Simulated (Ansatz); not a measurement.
Molecule (SMILES): S (H2S).
Geometry (B3LYP-D3(BJ)/def2-TZVP, fixed):
```xyz
3

S      0.0018     0.0003     0.1031
H     -0.0075     0.9678    -0.8277
H     -0.0219    -0.9726    -0.8218
```
Charge 0, spin multiplicity 1.

Basis-set convergence of the dipole moment at HF with Ansatz (a first-principles code). Dipoles come from the density behind the forces; the sign is taken along the dipole that this method gives in the largest set. All functions are spherical. The program fits the integrals of some runs and decomposes those of others, by size. No added dispersion term, no relativity. Reference: the value in aug-pcseg-3, 1.066 D, itself unsure by roughly 0.005 D (its mean distance from aug-cc-pV(Q+d)Z, def2-QZVPPD). Deviations are taken from unrounded values.

| basis | functions | dipole moment (D) | minus reference (D) |
|---|---|---|---|
| pcseg-0 | 17 | 2.078 | 1.012 |
| pcseg-1 | 28 | 1.405 | 0.339 |
| aug-pcseg-1 | 45 | 1.143 | 0.077 |
| pcseg-2 | 62 | 1.220 | 0.154 |
| aug-pcseg-2 | 96 | 1.082 | 0.016 |
| pcseg-3 | 130 | 1.082 | 0.016 |
| aug-pcseg-3 | 187 | 1.066 | 0.000 |
| pcseg-4 | 227 | 1.070 | 0.004 |

The smallest set listed that lies within 0.05 D of the reference with all its larger relatives (same family, alike in diffuse functions; a set with none counts only in the reference's own line) is aug-pcseg-2 (96 functions, 0.016 D off).
